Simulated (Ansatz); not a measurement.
Molecule: CH3O (charge 0, doublet). It need not be the lowest isomer of its formula. SMILES: [O]C
Structure (B3LYP-D3(BJ)/def2-TZVP (Ansatz, a program for electronic structure) minimum search):
```xyz
5

C      0.0422    -0.5697     0.0421
O     -0.0449     0.7878    -0.0350
H      1.0743    -0.9437    -0.0130
H     -0.4948    -0.9923     0.9030
H     -0.4741    -0.9483    -0.8625
```
Charge 0, spin multiplicity 2.

Question: Give the harmonic wavenumbers at B3LYP-D3(BJ)/def2-TZVP (Ansatz, finite differences of forces, unscaled).

Answer: 688, 957, 1106, 1354, 1365, 1513, 2890, 2963, 3006 cm⁻¹. Zero-point energy 22.6 kcal/mol.

Question: From these and the geometry, give the ideal-gas thermochemistry at 298.15 K and 1 atm (rigid rotor, harmonic oscillator).

Answer: Point group Cs, rotational symmetry number 1. Rotational constants 157.8, 28.08, 27.88 GHz. S(trans) 36.23, S(rot) 18.50, S(vib) 0.55, S(elec, spin only) 1.38, S 56.7 cal/(mol K). H(298) - H(0) 2.50 kcal/mol; G - E(el) 8.3 kcal/mol.
